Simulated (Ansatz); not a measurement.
**C4H4N2: how energies converge with the basis set**

The task here is to estimate one member of a computed series from the others.

Computed with Ansatz 0.2.0, Gaussian basis. Level: one geometry, several basis sets.

The runs, in order: PBE0-D4/def2-SVP; ωB97M-V/def2-SVP; PBE0-D4/def2-QZVPP; ωB97M-V/def2-QZVPP; the functionals' def2-TZVPP values are taken from earlier runs.

### Structure used throughout

All runs share one geometry, relaxed beforehand with PBE0-D4 in a triple-zeta def2 set.

SMILES `CC1=C=NC=N1`, 10 atoms, charge 0, spin multiplicity 1.

Atoms are counted from 1 here; the program's logs count them from 0.

Bond lengths: C1–C2 1.471 Å, C1–H7 1.089 Å, C1–H8 1.092 Å, C1–H9 1.092 Å, C2–C3 1.332 Å, C2–N6 1.386 Å, C3–N4 1.276 Å, N4–C5 1.362 Å, C5–N6 1.353 Å, C5–H10 1.080 Å. Angles: C2–C1–H7 110.4°, C2–C1–H8 110.6°, C2–C1–H9 110.5°, H7–C1–H8 108.6°, H7–C1–H9 108.6°, H8–C1–H9 108.1°, C1–C2–C3 141.4°, C1–C2–N6 128.4°, C3–C2–N6 90.1°, C2–C3–N4 135.0°, C3–N4–C5 89.7°, N4–C5–N6 114.9°, N4–C5–H10 122.7°, N6–C5–H10 122.4°, C2–N6–C5 110.4°.

Set-up of the first run:

Contents of in.yaml:

```yaml
crystal:
  periodic: [false, false, false]
  atoms:
    - {symbol: C, position_ang: [-0.988102, -0.962342, 1.006535]}
    - {symbol: C, position_ang: [-0.054812, -0.251422, 0.119944]}
    - {symbol: C, position_ang: [1.041899, -0.447195, -0.610359]}
    - {symbol: N, position_ang: [1.770776, 0.287081, -1.356996]}
    - {symbol: C, position_ang: [0.959036, 1.348134, -1.092682]}
    - {symbol: N, position_ang: [-0.077159, 1.079637, -0.265700]}
    - {symbol: H, position_ang: [-0.693868, -2.006018, 1.110017]}
    - {symbol: H, position_ang: [-2.002598, -0.924856, 0.604413]}
    - {symbol: H, position_ang: [-0.999739, -0.503950, 1.997512]}
    - {symbol: H, position_ang: [1.127668, 2.329730, -1.509683]}
basis:
  gaussian: {orbitals: def2-SVP}
hamiltonian: {xc: pbe0, dispersion: d4}
output: {orbitals: {seedname: orbitals}}
```

Launch:

```console
ansatz run in.yaml --threads 4 --pin off --events-out ev --progress --plain --max-ram 10444MiB
```

Steps of the session up to this table: PBE0-D4 in def2-SVP; ωB97M-V in def2-SVP; PBE0-D4 in def2-QZVPP; ωB97M-V in def2-QZVPP.

One of the session's tables, all rows but one given; the rest of the session is left out.

It belongs to the step «Functionals by basis». 

```
functional       basis  HOMO (eV)  LUMO (eV)
   PBE0-D4    def2-SVP      -7.00      -3.17
   PBE0-D4  def2-TZVPP      -6.98      -3.23
   PBE0-D4  def2-QZVPP      -7.01      -3.27
   ωB97M-V    def2-SVP      -9.16      -0.89
   ωB97M-V  def2-TZVPP          ?          ?
   ωB97M-V  def2-QZVPP      -9.19      -1.12
```

Estimate the missing values for ωB97M-V, def2-TZVPP.

**Answer.** HOMO (eV): -9.17; LUMO (eV): -1.04. In the column «HOMO (eV)» it lies between ωB97M-V, def2-QZVPP (-9.19) and ωB97M-V, def2-SVP (-9.16).
